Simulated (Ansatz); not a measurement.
# Diamond-structure Ge

Calculation: PBEsol (plane waves, PAW; Ansatz, a program for electronic structure).

Run with plane-wave cutoff 500 eV, 8×12×1 k mesh (along the axes of the cell as run), Fermi–Dirac smearing 0.05 eV, scalar-relativistic PAW data made under PBE.

Cell: relaxed at this level.

- surface energy of the (110) face = 1.43 J/m²
- work function of the (110) face = 4.79 eV

The slab of 16 atoms is relaxed and unreconstructed.
